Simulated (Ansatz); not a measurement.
# Down a group: bond dissociation energies of AlCN, AlCP

Ansatz 0.2.0, functionals in def2-QZVPP, HF, MP2 and coupled cluster extrapolated from def2-TZVPP and def2-QZVPP (exp(−7.88 √X), X^−2.97); geometries are PBE0/def2-TZVP minima. Wave-function levels freeze the cores; HF, MP2 and coupled cluster are restricted for singlets and unrestricted otherwise, atoms included (their steps beyond CCSDT(Q) come from restricted open-shell runs), Kohn–Sham unrestricted where that lies lower. The best estimate adds to that CCSD(T) limit the step from CCSD(T) to the highest level run in a smaller set (CCSDT(Q)/cc-pVDZ, CCSDTQ/cc-pVDZ, full CI/cc-pVDZ). It lacks core correlation, which semilocal and hybrid functionals hold and which counts in their errors here, (a few kJ/mol in atomization energies of light atoms) is good to about 1 kcal/mol where the step is under 0.06 eV, as here, and is no measured value. An error is the level's value less this estimate. Energies are electronic, without zero-point terms. No spin–orbit coupling and no scalar relativity. CCSD(T)'s error is that step with its sign reversed, by construction, and steps from double-zeta sets run high. The species are chosen: bound, without strong static correlation by their natural occupations or amplitudes, in their lowest spin state as far as vertical gaps and like structures tell, and with a ladder that closes on the reference, so errors are smaller than for species at large; levels whose determinant breaks symmetry or spin markedly are left out.

```
      species                               bonds (Å)                               quantity  symmetry of the states                                     reference  value (kJ/mol)  error CCSD(T)  error PBE  error r2SCAN  error B97M-V  error wB97M-V
AlCN, singlet  C–Al 2.025, C–N 1.157, angle at C 180°  C–N bond energy, to AlC (quartet) + N            Σ⁺ / Σ⁻ or Δ  limit + step to CCSDT(Q) and full CI/cc-pVDZ           902.5           -0.3       28.6         -42.0         -16.6            9.2
AlCP, singlet  C–Al 1.984, C–P 1.554, angle at C 180°  C–P bond energy, to AlC (quartet) + P            Σ⁺ / Σ⁻ or Δ    limit + step to CCSDTQ and full CI/cc-pVDZ           635.4            0.0        1.8         -36.8           1.3            3.5
```

The reference falls from N to P, by 267.1 kJ/mol in all.
